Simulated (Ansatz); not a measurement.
**BH₄O (doublet): from Hartree-Fock to the top rungs at distance O1–H3 along a hydrogen transfer = 1.261 Å, cc-pVDZ**

One table from this session's results is given with a row withheld; the runs are named, their logs left out.

Computed with Ansatz 0.2.0, Gaussian basis. Level: cc-pVDZ, core rule «outside noble gas», up to 2 orbitals frozen.

To be run: UHF; CCSD(T) on ROHF; CCSD(T) on UHF; BCCD(T) on ROHF; CISD; CCSDT(Q) on ROHF; CCSDT(Q) on UHF; CASSCF and MRCISD+Q, 3 electrons in 3 orbitals; CASSCF and NEVPT2, 3 electrons in 3 orbitals.

10 further runs of the same task are left out: 1 for a mislabelled method, 8 that didn't finish, 1 set aside as unsound or not needed.

## What is computed

The geometry derives from fragments relaxed apart (PBE0/def2-TZVP) and kept rigid, so it is no stationary point. A hydrogen atom is moved between rigid fragments.

6 atoms, charge 0, spin multiplicity 2.

Atoms are counted from 1 here; the program's logs count them from 0.

Bond lengths: O1–H2 0.960 Å, O1–H3 1.261 Å, H3–B4 1.170 Å, B4–H5 1.191 Å, B4–H6 1.191 Å. Angles: H2–O1–H3 105.1°, O1–H3–B4 180.0°, H3–B4–H5 115.3°, H3–B4–H6 115.3°, H5–B4–H6 129.4°.

Set-up of the first run:

Input file in.yaml:

```yaml
crystal:
  periodic: [false, false, false]
  atoms:
    - {symbol: O, position_ang: [-1.077360, -0.030281, 0.000000]}
    - {symbol: H, position_ang: [-1.326669, 0.896295, 0.000000]}
    - {symbol: H, position_ang: [0.183640, -0.030281, 0.000000]}
    - {symbol: B, position_ang: [1.353640, -0.030281, 0.000000]}
    - {symbol: H, position_ang: [1.862714, -0.030281, 1.077008]}
    - {symbol: H, position_ang: [1.862713, -0.030281, -1.077009]}
basis:
  gaussian: {orbitals: cc-pVDZ}
magnetization: {spin_polarized: true, initial_magnetization: 1}
hamiltonian: {xc: hf}
output: {orbitals: {seedname: orbitals}}
```

Started as:

```
$ ansatz run in.yaml --threads 1 --pin off --events-out ev --progress --plain --max-ram 2393MiB
```

Among the steps run: UHF; CCSD(T) on ROHF; CCSD(T) on UHF; BCCD(T) on ROHF; CISD; CCSDT(Q) on ROHF; CCSDT(Q) on UHF; CASSCF and MRCISD+Q, 3 electrons in 3 orbitals; CASSCF and NEVPT2, 3 electrons in 3 orbitals.

One table of the session follows, with a row left open; its other results are not shown here.

| method | from UCCSDT(Q) (kJ/mol) |
| --- | --- |
| ROHF | +841.1 |
| UHF | +817.8 |
| RMP2 | +110.3 |
| UMP2 | +113.5 |
| CISD | +84.2 |
| RCCSD | ? |
| UCCSD | +18.2 |
| RCCSD(T) | +3.5 |
| UCCSD(T) | +3.5 |
| BCCD(T) | +3.5 |
| RCCSDT | +1.5 |
| UCCSDT | +1.4 |
| RCCSDT(Q) | 0.0 |
| UCCSDT(Q) | 0 |
| CASSCF pair | +783.2 |
| NEVPT2 pair | +105.0 |
| MRCISD pair | +76.0 |
| MRCISD+Q pair | +9.1 |

Estimate the missing values for RCCSD.

The run gave: from UCCSDT(Q) (kJ/mol): +18.8. In the column «from UCCSDT(Q) (kJ/mol)» it lies between UCCSD (+18.2) and MRCISD pair (+76.0).

To keep in mind: Restricted and unrestricted rows rest on different reference determinants; where their highest levels disagree by more than a few hundredths of an eV, they describe different states and don't form one ladder.
